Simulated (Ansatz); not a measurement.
Input file:

```yaml
crystal:
  periodic: [false, false, false]
  atoms:
    - {symbol: Ge, position_ang: [0.000000, 0.000000, 0.000000]}
    - {symbol: Ge, position_ang: [0.000000, 0.000000, 2.409455]}
basis:
  gaussian: {orbitals: cc-pVDZ}
total_charge: 1
magnetization: {spin_polarized: false, initial_magnetization: 1}
correlation: {method: ccsdtq, electrons: outside_noble_gas}
```

```sh
$ ansatz run in.yaml --threads 2 --pin off --events-out ev --progress --plain --max-ram 24576MiB --backend cuda --devices 0, --max-vram 18GiB
```

**Question.** Roughly how long does this take on 2 threads of AMD EPYC 7R13 with a shared H100 80 GB, shared host, and how much host memory?

**Answer.** 19 s wall and 0.84 GiB.

```
1054 factors; integrals over basis functions are off by at most 1.0e-7 eV
mean field evaluation 1: about -112936.5463 eV, gradient 5.9e0 eV
mean field evaluation 2: about -112936.5950 eV, gradient 6.1e0 eV
mean field evaluation 4: about -112936.7819 eV, gradient 4.7e-1 eV
mean field evaluation 8: about -112936.7849 eV, gradient 5.4e-4 eV
mean field evaluation 16: about -112936.6449 eV, gradient 3.2e0 eV
mean field evaluation 32: about -112936.0884 eV, gradient 4.8e-7 eV
mean field evaluation 64: about -112936.7793 eV, gradient 4.7e-1 eV
mean field evaluation 96: about -112936.0884 eV, gradient 1.3e-5 eV
mean field evaluation 128: about -112936.0883 eV, gradient 1.5e-2 eV
mean field evaluation 160: about -112933.4954 eV, gradient 1.9e-1 eV
...
cycle  14  -3.82875816 eV  change    6.2e-5 eV  update   1.2e-4
cycle  15  -3.82873640 eV  change    2.2e-5 eV  update   5.8e-5
cycle  16  -3.82873964 eV  change   -3.2e-6 eV  update   3.4e-5
cycle  17  -3.82875343 eV  change   -1.4e-5 eV  update   2.3e-5
cycle  18  -3.82875350 eV  change   -6.5e-8 eV  update   1.4e-5
cycle  19  -3.82875517 eV  change   -1.7e-6 eV  update   6.4e-6
cycle  20  -3.82875702 eV  change   -1.8e-6 eV  update   4.3e-6
cycle  21  -3.82875825 eV  change   -1.2e-6 eV  update   2.4e-6
cycle  22  -3.82875855 eV  change   -3.0e-7 eV  update   1.4e-6
cycle  23  -3.82875840 eV  change    1.5e-7 eV  update   8.4e-7
Total energy: -112940.61366018 eV, -4150.4909981141 hartree
```

For the same geometry and basis full CI lies 0.7 meV lower.
